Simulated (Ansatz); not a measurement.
1T (CdI2-type) SnSe2 was calculated with PBE in Ansatz (PAW).

Task: Predict the interlayer binding energy, layer repeat distance and gap between the layers.

Result: 
- interlayer binding energy: 0.9 meV/Å²
- layer repeat distance: 7.006 Å
- gap between the layers: 3.817 Å

Note: the cell comes from a level without a dispersion term, which matters for the spacing of layers, chains or molecules; the cell has widely spaced layers and the level no dispersion term, so their spacing and the moduli can rest on weak binding.

Spin–orbit coupling is not included.

The computed numbers hold no vibrational or temperature effects.

Cost on a shared machine: around 5 core-minutes (rough).

Ansatz is a program for electronic structure.
